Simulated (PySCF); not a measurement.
# C5H7F: the cost of one run

Computed with PySCF 2.14.0, with density-fitted response routines of our own, on a single molecule in the gas phase. Atoms are numbered from 0 throughout.

### Step 1. Starting geometry

13 atoms, charge 0, multiplicity 1; geometry from: GFN2-xTB. The atoms were then displaced at random by about 0.01 Å, so the start is not that level's minimum.

Bonds of the start (Å): C0–C1 1.23, C1–C2 1.47, C2–C3 1.50, C2–C4 1.52, C4–F5 1.37, C0–H6 1.03, C2–H7 1.09, C3–H8 1.08, C3–H9 1.10, C3–H10 1.12, C4–H11 1.11, C4–H12 1.09.

### Step 2. Optimising the geometry at PBE0-D3(BJ)/def2-SVP

What the job is given:

```
{"job": {"xc": "PBE0", "basis": "def2-SVP", "d3": "d3bj", "grid": 1, "shake": 0.01, "kind": "geom"}, "charge": 0, "multiplicity": 1}
C      2.397670    -0.693750     0.471450
C      1.280280    -0.423790     0.043040
C     -0.070940    -0.125840    -0.448020
C     -1.065510    -0.914530     0.342040
C     -0.303020     1.377160    -0.337600
F     -1.488060     1.722210    -0.941300
H      3.346140    -0.896670     0.826160
H     -0.094150    -0.393440    -1.504650
H     -0.942250    -1.979060     0.233860
H     -1.035400    -0.688210     1.416790
H     -2.103310    -0.664460    -0.000480
H     -0.376090     1.697870     0.725840
H      0.460450     1.965630    -0.837450
```

Started as:

```sh
> OMP_NUM_THREADS=1 python probes_run.py task.json out
```

One launch serves the whole session: the jobs run in the order shown.

**Question.** How long does this first job take on 1 thread of Arm Neoverse V1, shared host, and how much memory does it need?

About 37 s, with a peak of 0.5 GiB.
